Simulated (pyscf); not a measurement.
Optimised with ωB97X-D3(BJ)/def2-SVP in PySCF.

Question: Estimate by transition-state theory the rate constant of HN=SiH–Cl + H atom (H•) → [N=SiH–Cl]• + hydrogen (H₂) (doublet surface; H–N broken, H–H formed) at 1200 K, with ωB97M-D3(BJ)/def2-TZVP energies (ideal gas, 1 atm, RRHO with modes under 100 cm⁻¹ raised to 100, one conformer, R ln 2 for chiral ones without a mode under 150 cm⁻¹; no tunnelling).

Answer: The electronic barrier is 16.5 kcal/mol and the thermal terms add +26.5, so ΔG‡ = 43.0 kcal/mol. With k_BT/h = 2.50e+13 s⁻¹ and RT = 2.385 kcal/mol, and a volume of 1.64e-19 cm³ per molecule at 1 atm, k = 6.0e-14 cm³ molecule⁻¹ s⁻¹. Wigner's tunnelling factor for 1132i cm⁻¹ would be 1.08. A shift of 1 kcal/mol in the barrier changes k by a factor 1.5. The same reactants have a lower exit, to [HN=Si–Cl]• + H₂ (barrier +6.2 kcal/mol at ωB97M-D3(BJ)/def2-TZVP, against +16.5 kcal/mol here). HN=SiH–Cl lies 26.4 kcal/mol over its isomer H₂N–Si:–Cl [singlet] (electronic energy, ωB97M-D3(BJ)/def2-TZVP). [N=SiH–Cl]• lies 31.3 kcal/mol over its isomer [HN=Si–Cl]• (electronic energy, ωB97M-D3(BJ)/def2-TZVP). This is the saddle that the search found; another between the same sides may lie lower. The angle at the transferred H is 161°.
